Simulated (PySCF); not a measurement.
Thiopropynal, C3H2S.
Numbering: `[CH:1]#[C:2][CH:3]=[S:4]` (hydrogens: H5 on C1; H6 on C3)

Computed, not measured: PySCF 2.14.0, BHandHLYP/6-31+G* geometry optimisation, gas phase.

(1) What internal coordinates does the optimisation give?

## Answers

(1) 
```json
{"bond": "C1≡C2", "length (bohr)": "2.270"}
{"bond": "C2–C3", "length (bohr)": "2.673"}
{"bond": "C3=S4", "length (bohr)": "3.060"}
{"bond": "C1–H5", "length (bohr)": "2.004"}
{"bond": "C3–H6", "length (bohr)": "2.048"}
```

A selection of angles:
```json
{"angle": "C2–C1–H5", "degrees": "178.9"}
{"angle": "C1–C2–C3", "degrees": "178.5"}
{"angle": "C2–C3–S4", "degrees": "125.3"}
{"angle": "C2–C3–H6", "degrees": "114.8"}
{"angle": "S4–C3–H6", "degrees": "119.9"}
```

The C–C distances run from 1.201 Å (C1≡C2, drawn triple) to 1.414 Å (C2–C3, drawn single), a spread of 0.213 Å. The 4 heavy atoms lie in one plane (0.000 Å rms).

Point group: Cs (tolerance 0.08 Å). Whether it is a minimum is left open (no frequencies).
